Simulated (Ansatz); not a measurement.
Nudged elastic band run: CH$_{3}$BF

Input file:

```yaml
crystal:
  periodic: [false, false, false]
  atoms:
    - { symbol: C, position_ang: [-0.303489, 0.311562, -0.173547] }
    - { symbol: B, position_ang: [0.289192, -1.070421, 0.237168] }
    - { symbol: F, position_ang: [1.489324, -1.234363, 0.740375] }
    - { symbol: H, position_ang: [-1.230428, 0.49586, 0.394229] }
    - { symbol: H, position_ang: [0.396701, 1.147395, -0.009218] }
    - { symbol: H, position_ang: [-0.599201, 0.286068, -1.235207] }
magnetization:
  spin_polarized: true
  initial_magnetization: 1
basis:
  gaussian: { orbitals: def2-SVP }
hamiltonian:
  xc: pbe0
neb:
  order_check: false
  images: 7
  f_tol: 0.5
  max_iterations: 60
  final_atoms:
    - { symbol: C, position_ang: [-0.237485, 0.35305925, -0.19770698] }
    - { symbol: B, position_ang: [0.8907532, -0.70458449, -0.0030416] }
    - { symbol: F, position_ang: [0.90963825, -1.58573025, 0.9687468] }
    - { symbol: H, position_ang: [-1.01025131, 0.30158442, 0.58729653] }
    - { symbol: H, position_ang: [0.19864188, 1.36485699, -0.21809352] }
    - { symbol: H, position_ang: [-0.70919804, 0.20691507, -1.18340122] }
  initial_path:
    images:
      - { positions_ang: [[-0.303489, 0.311562, -0.173547], [0.289192, -1.070421, 0.237168], [1.489324, -1.234363, 0.740375], [-1.230428, 0.49586, 0.394229], [0.396701, 1.147395, -0.009218], [-0.599201, 0.286068, -1.235207]] }
      - { positions_ang: [[-0.29164465, 0.30520405, -0.18804809], [0.34834683, -1.057174, 0.15319249], [1.42551482, -1.24444417, 0.8293339], [-1.1763694, 0.4654431, 0.43283936], [0.38718337, 1.15963135, -0.04185231], [-0.65093197, 0.30744067, -1.23166535]] }
      - { positions_ang: [[-0.27980031, 0.29884609, -0.20254919], [0.40750165, -1.043927, 0.06921698], [1.36170564, -1.25452535, 0.9182928], [-1.1223108, 0.4350262, 0.47144972], [0.37766574, 1.17186771, -0.07448662], [-0.70266293, 0.32881334, -1.22812371]] }
      - { positions_ang: [[-0.26795596, 0.29248814, -0.21705028], [0.46665648, -1.03068, -0.01475853], [1.29789647, -1.26460652, 1.00725171], [-1.0682522, 0.4046093, 0.51006009], [0.36814812, 1.18410406, -0.10712092], [-0.7543939, 0.35018601, -1.22458206]] }
      - { positions_ang: [[-0.25611161, 0.28613019, -0.23155137], [0.5258113, -1.01743301, -0.09873404], [1.23408729, -1.27468769, 1.09621061], [-1.0141936, 0.37419241, 0.54867045], [0.35863049, 1.19634042, -0.13975523], [-0.80612486, 0.37155869, -1.22104041]] }
      - { positions_ang: [[-0.25145496, 0.30286245, -0.22309027], [0.61704678, -0.93922088, -0.07481093], [1.15297503, -1.35244833, 1.06434466], [-1.01320803, 0.35604041, 0.55832697], [0.31863334, 1.23846956, -0.1593398], [-0.78189315, 0.33039778, -1.21163061]] }
      - { positions_ang: [[-0.24679831, 0.31959472, -0.21462918], [0.70828225, -0.86100875, -0.05088782], [1.07186277, -1.43020897, 1.0324787], [-1.01222245, 0.33788841, 0.56798349], [0.27863618, 1.28059871, -0.17892438], [-0.75766145, 0.28923688, -1.20222082]] }
      - { positions_ang: [[-0.24214165, 0.33632698, -0.20616808], [0.79951773, -0.78279662, -0.02696471], [0.99075051, -1.50796961, 1.00061275], [-1.01123688, 0.31973642, 0.57764001], [0.23863903, 1.32272785, -0.19850895], [-0.73342974, 0.24807598, -1.19281102]] }
      - { positions_ang: [[-0.237485, 0.35305925, -0.19770698], [0.8907532, -0.70458449, -0.0030416], [0.90963825, -1.58573025, 0.9687468], [-1.01025131, 0.30158442, 0.58729653], [0.19864188, 1.36485699, -0.21809352], [-0.70919804, 0.20691507, -1.18340122]] }
```

Command:

```bash
$ ansatz run input.yaml --threads 1 --pin off --max-ram 2048MiB --backend cpu --events-out ev --progress --plain --runs-dir out
```

Output, in part (warnings, iteration lines, the closing report on the highest movable image, with atoms numbered from 0):

```
NEB end point (image 0): max|allowed force component| = 1.468e-2 eV/Å (the criterion of neb.relax_end_points is 1.000e-1)
NEB end point (image 8): max|allowed force component| = 8.454e-3 eV/Å (the criterion of neb.relax_end_points is 1.000e-1)
NEB iter   1: max|band force component| = 3.101e0 eV/Å  barrier→ = 0.2392 eV  barrier← = 0.2392 eV  Δτ_max = 0.0339 Å  (242 SCF iters)
NEB iter   2: max|band force component| = 1.581e0 eV/Å  barrier→ = 0.0538 eV  barrier← = 0.0538 eV  Δτ_max = 0.0467 Å  (233 SCF iters)
NEB iter   3: max|band force component| = 7.280e-1 eV/Å  barrier→ = 0.0098 eV  barrier← = 0.0098 eV  Δτ_max = 0.0202 Å  (232 SCF iters)
NEB iter   4: max|band force component| = 9.649e-2 eV/Å  barrier→ = 0.0016 eV  barrier← = 0.0016 eV  CI = image 4  Δτ_max = 0.0000 Å  (385 SCF iters)
Total energy: -4470.31006267 eV, -164.2808647183 hartree
Atom 0 at    -0.281992     0.299265    -0.248407 Å, force    -0.017659    -0.003979     0.023365 eV/Å
Atom 1 at     0.552989    -1.003399    -0.055958 Å, force     0.053811    -0.020842     0.072029 eV/Å
Atom 2 at     1.212821    -1.264212     1.051996 Å, force    -0.064952     0.037739    -0.096332 eV/Å
Atom 3 at    -1.030918     0.367170     0.561402 Å, force     0.007902     0.003730    -0.003717 eV/Å
Atom 4 at     0.385116     1.173022    -0.139567 Å, force     0.011031    -0.002119     0.006274 eV/Å
Atom 5 at    -0.795918     0.364255    -1.215667 Å, force     0.009868    -0.014529    -0.001619 eV/Å
Dipole moment:    -0.152252     0.248505    -0.024057 e Å
```

The forces met the threshold. The threshold of 0.5 eV/Å is loose, so the images may lie well off the minimum-energy path. The top lies less than 8 meV above the higher end, about what the thresholds resolve: that end is a shoulder or a very shallow well. Another band between the same ends (7 images) ends at a top of the same energy, where a vibrational analysis finds 1 clearly imaginary mode.

Final band (atoms are numbered from 1 in the order of the input):

```tsv
image	path coordinate (Å)	energy (kcal/mol)	dihedral H5–C1–B2–F3 (°)
0	0.00	0.0	1
1	0.18	0.0	13
2	0.36	0.0	27
3	0.54	0.0	42
4	0.73	0.0	60
5	0.91	0.0	77
6	1.09	0.0	94
7	1.27	0.0	109
8	1.45	0.0	124
```

The run took 55 s on 1 thread of Arm Neoverse V2 (shared host), peak memory 0.12 GiB.
